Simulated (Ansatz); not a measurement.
Relaxation of C$_{2}$H$_{5}$NO (9 atoms, charge 0, multiplicity 1), to a largest force component of 0.02 eV/Å in at most 50 steps.

These are results of Ansatz, RKS LDA/STO-3G, not measurements.

```xyz
9
Properties=species:S:1:pos:R:3:forces:R:3
C -0.254 0.539 -0.890 -3.08 3.17 -1.89
N -0.283 -0.498 0.051 1.83 0.81 -0.46
C 0.563 -0.498 1.092 5.71 2.05 4.17
O 1.532 0.349 1.321 -2.63 -1.72 -1.12
H -0.734 0.208 -1.852 0.56 0.16 0.49
H -0.924 1.405 -0.501 1.04 -0.84 -0.77
H 0.735 0.962 -1.079 0.70 -0.18 0.16
H -0.988 -1.160 0.034 -3.42 -3.04 -0.32
H 0.442 -1.352 1.807 -0.69 -0.42 -0.25
```

Task: Where does it end, and by what steps?

Result: The run converged. Limits of this set-up: minimal basis. After 10 steps the energy has fallen by 0.747 eV; H7 moved furthest, 0.46 Å.

```csv
step,energy less start (eV),largest force component (eV/Å),accepted
0,0.0000,5.711,yes
1,-0.6127,1.693,yes
2,-0.5946,1.274,no
3,-0.6865,0.262,yes
4,-0.7066,0.128,yes
5,-0.7195,0.439,yes
6,-0.7313,0.257,yes
7,-0.7440,0.104,yes
8,-0.7454,0.136,yes
9,-0.7469,0.061,yes
10,-0.7470,0.006,yes
```

```xyz
9
Properties=species:S:1:pos:R:3
C -0.328 0.592 -0.876
N -0.401 -0.452 0.146
C 0.680 -0.540 1.057
O 1.667 0.233 1.003
H -0.311 0.182 -1.905
H -1.151 1.329 -0.792
H 0.645 1.080 -0.644
H -1.221 -1.095 0.202
H 0.508 -1.375 1.793
```

Whether the end is a true minimum wasn't checked by a vibrational analysis.

Time of the run: 12 s on 1 thread of Arm Neoverse V2 (shared host), peak memory 0.11 GiB.
